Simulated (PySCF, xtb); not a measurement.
Bonds broken one at a time in the series Ga Cl-CH3. Isolated molecules, 0 K electronic values unless said otherwise. Strings in code marks are SMILES. Quantity: homolytic bond dissociation enthalpy at 298 K (no spin–orbit term). Thermal and zero-point terms are GFN2-xTB rigid-rotor harmonic values (xtb). Level 1: PBE-D3(BJ)/def2-TZVP // PBE0-D4/def2-TZVP (PySCF). Level 2: B3LYP-D3(BJ)/def2-TZVP // PBE0-D4/def2-TZVP (PySCF). B3LYP has the VWN-RPA correlation part, as in Gaussian.

| case | level 1 (kcal/mol) | level 2 (kcal/mol) |
|---|---|---|
| C–Ga bond of `[CH3][Ga]([CH3])[Cl]`, giving `[CH3]` and `[CH3][Ga][Cl]` | 73.4 | 70.5 |
| C–Ga bond of `[CH3][Ga]([Cl])[Cl]`, giving `[CH3]` and `[Cl][Ga][Cl]` | 73.8 | 71.2 |
| C–Ga bond of `[CH3][Ga]([CH3])[CH3]`, giving `[CH3]` and `[CH3][Ga][CH3]` | 74.1 | withheld |
| Cl–Ga bond of `[Cl][Ga]([Cl])[Cl]`, giving `[Cl]` and `[Cl][Ga][Cl]` | 96.3 | 92.9 |
| Ga–Cl bond of `[CH3][Ga]([Cl])[Cl]`, giving `[CH3][Ga][Cl]` and `[Cl]` | 102.5 | 98.9 |
| Ga–Cl bond of `[CH3][Ga]([CH3])[Cl]`, giving `[CH3][Ga][CH3]` and `[Cl]` | 110.0 | 106.7 |

Fit level 2 = a + b·x to the 5 complete rows by least squares, with x = level 1 in kcal/mol. Give a, b and the rms residual, and predict the withheld value.

Means of the 5 rows: x̄ = 91.2, ȳ = 88.04 kcal/mol. Σ(x − x̄)² = 1126.7 and Σ(x − x̄)(y − ȳ) = 1103.5, so b = 0.979 and a = ȳ − b·x̄ = -1.24 kcal/mol. The rms residual is 0.19 kcal/mol. At x = 74.1 the line gives 71.3 kcal/mol. The run for C–Ga bond of `[CH3][Ga]([CH3])[CH3]`, giving `[CH3]` and `[CH3][Ga][CH3]` gave 71.3 kcal/mol, so the line is off by 0.0 kcal/mol, within twice the rms residual.

Codes: PySCF, xtb.
